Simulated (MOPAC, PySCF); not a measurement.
H3N, SMILES `N`, neutral singlet in the gas phase. 

Cartesian coordinates (Å):
SMILES: N
```xyz
4

N      0.0008    -0.0011     0.3208
H      0.8371    -0.4225    -0.1105
H     -0.0527     0.9370    -0.1035
H     -0.7852    -0.5134    -0.1067
```
Charge 0, multiplicity 1.

All levels are single points at this geometry (PBE-D3(BJ)/def2-SVP); Pople sets use spherical d functions. Orbital energies aren't observables, and empty levels follow the basis.

AM1 in MOPAC gives gap (eV) = 14.98.

Question: Estimate the gap (eV) from each of these levels: PBE-D3(BJ)/def2-TZVP in PySCF; B3LYP/3-21G in PySCF; B3LYP/6-311+G** in PySCF; B3LYP/6-31G* in PySCF; BP86/6-31G* in PySCF; SVWN5/6-31G* in PySCF; HF/3-21G in PySCF; HF/6-31G* in PySCF; HF/STO-3G in PySCF; PM3 in MOPAC; PM6 in MOPAC; PM7 in MOPAC.

Answer: 
| level | gap (eV) |
|---|---|
| PBE-D3(BJ)/def2-TZVP in PySCF | 6.29 |
| B3LYP/3-21G in PySCF | 8.97 |
| B3LYP/6-311+G** in PySCF | 7.77 |
| B3LYP/6-31G* in PySCF | 9.08 |
| BP86/6-31G* in PySCF | 7.19 |
| SVWN5/6-31G* in PySCF | 6.98 |
| HF/3-21G in PySCF | 18.32 |
| HF/6-31G* in PySCF | 17.60 |
| HF/STO-3G in PySCF | 26.84 |
| PM3 in MOPAC | 13.31 |
| PM6 in MOPAC | 14.72 |
| PM7 in MOPAC | 15.16 |
